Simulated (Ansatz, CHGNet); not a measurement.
**hcp Os: properties by level of theory**

Reference values: lattice constant a 2.734 Å (measured, 293 K, not corrected to a static lattice, sources range from 2.734 to 2.740; as tabulated in Wikipedia's data pages); lattice parameter c 4.320 Å (measured, 293 K, no zero-point or thermal correction; as tabulated in Wikipedia's data pages).

```csv
level (code),equilibrium lattice constant a (Å),lattice parameter c (Å)
CHGNet 0.3.0 (CHGNet),2.772,4.314
PBE (Ansatz),2.754,4.346
PBEsol (Ansatz),2.729,4.308
PBE-D4 (Ansatz),2.737,4.323
rVV10 (Ansatz),2.777,4.385
r²SCAN+rVV10 (Ansatz),2.731,4.309
```

Differences from the reference values (errors of the level alone only where the reference is corrected to a static lattice):

| level | lattice constant a (%) | lattice parameter c (%) |
|---|---|---|
| CHGNet 0.3.0 | +1.39 | -0.14 |
| PBE | +0.73 | +0.60 |
| PBEsol | -0.18 | -0.28 |
| PBE-D4 | +0.11 | +0.07 |
| rVV10 | +1.57 | +1.50 |
| r²SCAN+rVV10 | -0.11 | -0.25 |

Nearest: lattice constant a, not ranked (reference at room or unstated temperature); lattice parameter c, not ranked (reference at room or unstated temperature).

Machine-learned potentials (CHGNet 0.3.0) are trained on DFT data, which may include these solids.

Ansatz's density-functional and Hartree–Fock values are scalar-relativistic unless marked +SOC, with PAW data made under PBE.

Differences are worked out from the printed values.

Ansatz is an electronic-structure program.
